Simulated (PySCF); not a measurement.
Nitrogen trifluoride, NF3.
SMILES: `FN(F)F`

Jobs on this species (4 atoms, 34 electrons) with PySCF (density fitting). Hardware of each: an AMD EPYC 7R32 with one thread, no GPU, on a shared host. The host was shared with other jobs, so the times are rough. Peak memory is the resident size of the whole Python process, interpreter and libraries included.

Task: Rank these jobs by wall time, shortest first.
A. BHandHLYP/pcJ-1; spin–spin couplings from 4 perturbed nuclei; 108 basis functions
B. HF/def2-SVPD; 10 singlets by TDHF, 4 Tamm–Dancoff triplets, polarisability, ΔSCF ions; 89 basis functions
C. B3LYP/aug-cc-pVTZ-J; spin–spin couplings from 4 perturbed nuclei; 184 basis functions

Result: B (1.3 s), A (3.1 s), C (6.3 s).

All jobs:

```csv
level and settings,work,basis functions,SCF cycles,wall time,peak memory
HF/def2-SVPD,"10 singlets by TDHF, 4 Tamm–Dancoff triplets, polarisability, ΔSCF ions",89,10,1.3 s,0.44 GiB
B3LYP/6-31G*,spin–spin couplings from 4 perturbed nuclei,56,12,1.7 s,0.44 GiB
BHandHLYP/pcJ-1,spin–spin couplings from 4 perturbed nuclei,108,12,3.1 s,0.39 GiB
B3LYP/cc-pVTZ,spin–spin couplings from 4 perturbed nuclei,120,12,3.7 s,0.44 GiB
LDA/def2-SVPD,"10 singlets by full TDDFT, 4 Tamm–Dancoff triplets, polarisability, ΔSCF ions",89,13,4.2 s,0.44 GiB
"PBE0-D3(BJ)/def2-SVP, grid level 1",geometry optimisation from a GFN2-xTB start shaken at random,56,40,5.7 s,0.27 GiB
PBE/def2-SVPD,"10 singlets by full TDDFT, 4 Tamm–Dancoff triplets, polarisability, ΔSCF ions",89,13,6.1 s,0.44 GiB
B3LYP/aug-cc-pVTZ-J,spin–spin couplings from 4 perturbed nuclei,184,12,6.3 s,0.62 GiB
B3LYP/pcJ-2,spin–spin couplings from 4 perturbed nuclei,204,12,8.4 s,0.72 GiB
```

Task: What do all jobs in the table cost together?

Result: About 40 s; the longest takes about 21 % of that, and about 6.5 times as long as the shortest.
